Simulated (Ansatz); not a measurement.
# BH2 (boron dihydride) at 6 levels

Aim: a comparison of 6 runs (UHF/6-311G**, U-r2SCAN/3-21G, U-r2SCAN0/6-311G**, UB2PLYP/6-311G**, UBLYP/6-311G**, UBCCD(T)/6-311G**) of BH2 (boron dihydride). 

The calculation is run with Ansatz 0.2.0.

58 further runs of the same task are left out: 58 set aside as unsound or not needed.

**1. The structure to begin with**

BH2: 3 atoms, total charge 0, spin state doublet. As SMILES, `[BH2]`. The H3–B1 distance was set to 1.739 Å, away from the relaxed value. At this shape a bond of the SMILES string is far longer than usual.

Bond lengths: B1–H2 1.159 Å. A long bond or contact: B1–H3 1.739 Å.

**2. A single-point energy at UHF/6-311G(d,p) (run 1)**

molecule.yaml

```yaml
basis:
  gaussian: {orbitals: 6-311G_st__st_.json}
crystal:
  periodic: [false, false, false]
  atoms:
    - {symbol: B, position_ang: [0.665722, 0.160226, 0.387796]}
    - {symbol: H, position_ang: [0.682902, 1.311776, 0.520136]}
    - {symbol: H, position_ang: [-0.542860, -0.819090, -0.389630]}
hamiltonian: {xc: hf}
magnetization: {spin_polarized: true, initial_magnetization: 1}
accuracy: high
```

The basis set 6-311G** is read from a file made from the Basis Set Exchange's data (not shown).

Started as:

```
$ ansatz run molecule.yaml --threads 1 --pin off --max-ram 2610MiB --events-out events.jsonl --progress --plain --runs-dir runs
```

The log of the run:

```text
Warning: RAYON_NUM_THREADS=1 ignored (pool sized by the plan → 1); use --threads N
Functional definition: HF
  name "HF"
  exchange = exact_x
  correlation = 0
536 factors; integrals over basis functions are off by at most 3.5e-9 eV
mean field evaluation 1: about -698.1171 eV, gradient 7.6e0 eV
mean field evaluation 2: about -698.1170 eV, gradient 7.6e0 eV
mean field evaluation 4: about -699.0415 eV, gradient 1.2e0 eV
mean field evaluation 8: about -699.0782 eV, gradient 6.6e-2 eV
mean field evaluation 16: about -686.7201 eV, gradient 1.7e1 eV
mean field evaluation 32: about -698.9399 eV, gradient 1.0e0 eV
mean field evaluation 64: about -699.0729 eV, gradient 4.4e-1 eV
mean field -699.07868254 eV, -25.6906677306 hartree, gradient 1.1e-8 eV, S^2 0.757727; 0 other end points of the search recorded, 0 dependent functions left out
reference -699.07868254 eV, -25.6906677306 hartree; 4, 3 occupied and 26, 27 virtual orbitals, 536 factors
Total energy: -699.07868254 eV, -25.6906677306 hartree
```

Run time: 0.2 s. Hardware: 1 thread of Arm Neoverse V1, shared host.

**3. The energy at U-r2SCAN/3-21G (run 2)**

in.yaml

```yaml
crystal:
  periodic: [false, false, false]
  atoms:
    - {symbol: B, position_ang: [0.665722, 0.160226, 0.387796]}
    - {symbol: H, position_ang: [0.682902, 1.311776, 0.520136]}
    - {symbol: H, position_ang: [-0.542860, -0.819090, -0.389630]}
basis:
  gaussian: {orbitals: 3-21G.json}
magnetization: {spin_polarized: true, initial_magnetization: 1}
hamiltonian: {xc: r2scan}
accuracy: high
```

The basis set 3-21G is read from a file made from the Basis Set Exchange's data (not shown).

Started as:

```
$ ansatz run in.yaml --threads 1 --pin off --max-ram 2610MiB --events-out events.jsonl --progress --plain --runs-dir runs
```

The log of the run:

```text
Warning: RAYON_NUM_THREADS=1 ignored (pool sized by the plan → 1); use --threads N
Functional definition: r2SCAN
  name "r2SCAN"
  parameter k0 = 0.174
  parameter k1 = 0.065
  parameter a1 = 4.9479
  exchange = r2scan_x(k0 = k0, k1 = k1, a1 = a1)
  correlation = r2scan_c
249 factors; integrals over basis functions are off by at most 3.4e-9 eV
mean field evaluation 1: about -699.2417 eV, gradient 3.4e0 eV
mean field evaluation 2: about -699.3476 eV, gradient 1.7e0 eV
mean field evaluation 4: about -699.3767 eV, gradient 1.2e-1 eV
mean field evaluation 8: about -699.3643 eV, gradient 8.2e-3 eV
mean field evaluation 16: about -699.3643 eV, gradient 4.6e-6 eV
mean field -699.36434320 eV, -25.7011655666 hartree, gradient 2.5e-8 eV, S^2 0.750964; 2 other end points of the search recorded, 0 dependent functions left out
reference -699.36434406 eV, -25.7011655982 hartree; 4, 3 occupied and 9, 10 virtual orbitals, 249 factors
Total energy: -699.36434406 eV, -25.7011655982 hartree
```

Run time: 1.8 s. Hardware: 1 thread of Arm Neoverse V1, shared host; peak memory 0.13 GiB.

Runs 3 to 4 aren't shown in full; the table further down has their settings and results.

**4. The energy at UBLYP/6-311G(d,p) (run 5)**

molecule.yaml

```yaml
crystal:
  periodic: [false, false, false]
  atoms:
    - {symbol: B, position_ang: [0.665722, 0.160226, 0.387796]}
    - {symbol: H, position_ang: [0.682902, 1.311776, 0.520136]}
    - {symbol: H, position_ang: [-0.542860, -0.819090, -0.389630]}
basis:
  gaussian:
    orbitals: 6-311G_st__st_.json
magnetization:
  spin_polarized: true
  initial_magnetization: 1
hamiltonian:
  xc: {name: BLYP}
accuracy: high
```

The basis set 6-311G** is read from a file made from the Basis Set Exchange's data (not shown).

Started as:

```
$ ansatz run molecule.yaml --threads 1 --pin off --max-ram 2610MiB --events-out events.jsonl --progress --plain --runs-dir runs
```

The log of the run:

```text
Warning: RAYON_NUM_THREADS=1 ignored (pool sized by the plan → 1); use --threads N
Functional definition: BLYP
  name "BLYP"
  parameter beta = 0.0042
  parameter a = 0.04918
  parameter b = 0.132
  parameter c = 0.2533
  parameter d = 0.349
  exchange = b88_x(beta = beta)
  correlation = lyp_c(a = a, b = b, c = c, d = d)
536 factors; integrals over basis functions are off by at most 3.5e-9 eV
mean field evaluation 1: about -703.2125 eV, gradient 7.9e0 eV
mean field evaluation 2: about -703.4612 eV, gradient 5.3e0 eV
mean field evaluation 4: about -703.7144 eV, gradient 2.2e-1 eV
mean field evaluation 8: about -703.7136 eV, gradient 8.4e-3 eV
mean field evaluation 16: about -703.7136 eV, gradient 1.3e-6 eV
mean field -703.71359088 eV, -25.8609974706 hartree, gradient 2.4e-8 eV, S^2 0.751355; 0 other end points of the search recorded, 0 dependent functions left out
reference -703.71363180 eV, -25.8609989744 hartree; 4, 3 occupied and 26, 27 virtual orbitals, 536 factors
Total energy: -703.71363180 eV, -25.8609989744 hartree
```

It took 0.91 s on 1 thread of Arm Neoverse V1, shared host; peak memory 0.091 GiB.

**5. A single-point energy at UBCCD(T)/6-311G(d,p) (run 6)**

in.yaml: that of step 3 with these lines changed.

```diff
@@ -7,5 +7,6 @@
 basis:
-  gaussian: {orbitals: 3-21G.json}
+  gaussian: {orbitals: 6-311G_st__st_.json}
+accuracy: high
+scf: {omitted_lower_state_checks: [cluster_reference, increment]}
+correlation: {method: bccd_t, frozen_orbitals: {B: 1, H: 0}}
 magnetization: {spin_polarized: true, initial_magnetization: 1}
-hamiltonian: {xc: r2scan}
-accuracy: high
```

The basis set 6-311G** is read from a file made from the Basis Set Exchange's data (not shown).

Started as:

```
$ ansatz run in.yaml --threads 1 --pin off --max-ram 2610MiB --events-out events.jsonl --progress --plain --runs-dir runs
```

The log of the run (excerpt; [...] marks lines left out):

```text
Warning: RAYON_NUM_THREADS=1 ignored (pool sized by the plan → 1); use --threads N
[... 2 set-up lines as earlier in the session ...]
[...]
536 factors; integrals over basis functions are off by at most 3.5e-9 eV
[...]
mean field -699.07868254 eV, -25.6906677306 hartree, gradient 1.1e-8 eV, S^2 0.757727; 4 other end points of the search recorded, 0 dependent functions left out
1 core orbitals not correlated: weight in the atoms' cores, before any rotation towards them, 1.000 or more for the frozen orbitals, at most 0.000 for the correlated occupied ones
reference -699.07868254 eV, -25.6906677306 hartree; 3, 2 occupied and 26, 27 virtual orbitals, 536 factors
second order -1.97638409 eV of doubles, -0.00000000 eV of singles
cycle   1  -2.39885904 eV  change   -4.2e-1 eV  update   5.7e-2
[...]
cycle  26  -2.61737447 eV  change   3.2e-11 eV  update  5.4e-10
perturbative correction -0.06096301 eV, -0.0022403494 hartree
Total energy: -701.75702002 eV, -25.7890948178 hartree
Checks for a lower state left out: cluster_reference, increment
```

Wall time 0.89 s (1 thread of Arm Neoverse V1, shared host); peak memory 0.1 GiB.

**6. All runs side by side**

```csv
run,level,frozen core orbitals,energy (Eh),⟨S²⟩,wall time
1,UHF/6-311G**,–,-25.690668,0.758,0.2 s
2,U-r2SCAN/3-21G,–,-25.701166,0.751,1.8 s
3,U-r2SCAN0/6-311G**,–,-25.851835,0.753,2.2 s
4,UB2PLYP/6-311G**,1,-25.838266,0.754,1.1 s
5,UBLYP/6-311G**,–,-25.860999,0.751,0.91 s
6,UBCCD(T)/6-311G**,1,-25.789095,0.758,0.89 s
```

**7. Results**

| quantity | value |
| --- | --- |
| run 6: total energy | -25.78909 Eh |
| run 6: correlation energy (1 core orbital frozen) | -98.4 mEh |
| run 6: (T) correction | -2.24 mEh |
| run 6: ⟨S²⟩ of the reference determinant | 0.758 |

Totals of different functionals can't be ranked against each other. All runs together took 7.1 s, the longest 2.2 s.
